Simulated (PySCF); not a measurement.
PySCF input file for methanol cation (CH₄O), SMILES CO (connectivity only; charge and spin as stated), charge +1, multiplicity 2, B3LYP/pcH-1. Coordinates come from a ωB97X-D3(BJ)/def2-TZVP optimisation. The spin state was assumed, not searched.

```python
import numpy as np
from pyscf import gto, scf, dft
from pyscf.prop.hfc import uks as hfc
from pyscf.prop.gtensor import uks as gtensor

mol = gto.M(
    atom='''
    C    -0.06760356   -0.63489517    0.00000000
    O     0.13153064    0.70507233    0.00000000
    H     0.57627045   -1.04725445    0.82743835
    H     0.57627046   -1.04725444   -0.82743836
    H    -1.10068290   -0.97334067   -0.00000001
    H    -0.69848176    1.23664191   -0.00000000
    ''',
    basis='pcH-1',
    charge=1,
    spin=1,
    max_memory=1600,
    verbose=3,
)
mf = dft.UKS(mol, xc='b3lyp')
mf.grids.level = 3
mf.conv_tol = 1e-10
mf.max_cycle = 100
mf.kernel()
fine, coarse = mf.grids, dft.Grids(mol).set(level=1).build(with_non0tab=True)
for _ in range(3):  # follow internal instabilities
    mf.grids = coarse
    mo, _, stable, _ = mf.stability(return_status=True, nroots=4)
    mf.grids = fine
    if stable:
        break
    mf.kernel(mf.make_rdm1(mo, mf.mo_occ))
A = hfc.HFC(mf).make_fcdip(mf.make_rdm1())  # Fermi contact and dipolar terms, MHz
print('atom   A(iso)/MHz   principal dipolar parts/MHz')
for i, a in enumerate(A):
    w = np.linalg.eigvalsh((a + a.T) / 2)
    print(f'{mol.atom_symbol(i):2s}{i + 1:3d} {w.mean():12.2f}', (w - w.mean()).round(2))
gt = gtensor.GTensor(mf)
gt.dia_soc2e, gt.para_soc2e, gt.so_eff_charge = None, None, True
gt.max_cycle_cphf = 60
g = gt.kernel()
```

Output:

```

WARN: HOMO -0.331347063518269 >= LUMO -0.331347063518272

converged SCF energy = -115.343923754131  <S^2> = 0.75424488  2S+1 = 2.0042404
<class 'pyscf.dft.uks.UKS'> wavefunction is stable in the internal stability analysis
atom   A(iso)/MHz   principal dipolar parts/MHz
C   1       -43.34 [-22.7  -14.94  37.63]
O   2       -54.57 [-214.15  105.54  108.6 ]
H   3       390.38 [-16.29 -10.68  26.97]
H   4       390.38 [-16.29 -10.68  26.97]
H   5       -12.25 [-8.52 -5.52 14.04]
H   6       -51.02 [-46.42 -17.73  64.15]
SOC(1e)/OZ [ 4.44147585e-03  1.06681160e-02 -2.68985249e-06]
free electron g 2.00231930436182
g-tensor total [2.00656776 2.01283328 2.00211084]
g-shift (ppt) [ 4.24845365 10.51397381 -0.20846043]
```

The run converged.

Cost: about 28 core-seconds (a rough figure).
